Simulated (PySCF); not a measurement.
Compound: C₂H₆N₂.
SMILES: `C=NNC`

Level of theory: PySCF, TDDFT wB97X-D/def2-SVPD, vertical, gas phase, core orbitals frozen in the response. Isolated species at its GFN2-xTB geometry (one conformer only). Torsions of this conformer, `[CH2:1]=[N:2][NH:3][CH3:4]`: C1–N2–N3–C4 14°.

Computed states:

```tsv
state	E (eV)	f
S1	5.93	0.011
S2	6.30	0.111
S3	6.44	0.186
S4	7.15	0.036
S5	7.64	0.0044
S6	7.77	0.0009
S7	8.44	0.011
S8	8.47	0.024
```

Each state is given a Gaussian of 0.3 eV full width at half maximum, with ε(max) = 2.175×10⁸ f / Δν̃ (Δν̃ the width in cm⁻¹). The width is an assumption, not a result. The curve ends short of the highest state used, and states not computed would add to its high-energy end.

(1) Give the broadened spectrum and its maxima.

(2) On this curve, what absorbance would a 10⁻⁴ mol/L sample give at 193 nm over a 1 cm path?

(3) Coming from long wavelengths, where does ε first pass 100 L mol⁻¹ cm⁻¹?

Results:

(1) 
λ (nm), ε (L mol⁻¹ cm⁻¹) and a bar:
```
    157.6        143 
    159.2        286 
    160.8        419 #
    162.4        448 #
    164.0        364 
    165.6        293 
    167.2        445 #
    168.8       1013 #
    170.4       1971 ###
    172.0       2908 ####
    173.6       3245 ####
    175.2       2774 ####
    176.8       1844 ##
    178.4        970 #
    180.0        434 #
    181.6        285 
    183.2        607 #
    184.8       1732 ##
    186.4       4201 #####
    188.0       8355 ###########
    189.6      13779 ##################
    191.2      19141 ########################
    192.8      22761 #############################
    194.4      23523 ##############################
    196.0      21410 ###########################
    197.6      17332 ######################
    199.2      12573 ################
    200.8       8244 ###########
    202.4       4985 ######
    204.0       2931 ####
    205.6       1854 ##
    207.2       1383 ##
    208.8       1181 ##
    210.4       1032 #
    212.0        851 #
    213.6        640 #
    215.2        434 #
    216.8        265 
    218.4        147 
    220.0         74 
    221.6         34 
    223.2         14 
    224.8          5 
    226.4          2
```

Maxima: 194 nm (6.39 eV), ε about 24000, made up of S2 (33%) and S3 (67%); 173 nm (7.15 eV), ε about 3200, made up of S4 (100%); 162 nm (7.66 eV), ε about 450, made up of S5 (87%) and S6 (12%) (ε in L mol⁻¹ cm⁻¹; maxima over ε = 5, shares over 10%).

(2) 193 nm is 6.424 eV, where ε is about 23000 L mol⁻¹ cm⁻¹, so A = ε c l ≈ 2.3 (Beer–Lambert, with the gas-phase spectrum and the assumed width).

(3) At about 219 nm (5.65 eV), 0.27 eV below S1.

On an AMD EPYC 7R43 with one thread, shared host, this took 17 s wall (with the writing of density and orbital grids) and 0.51 GiB of memory at its peak.
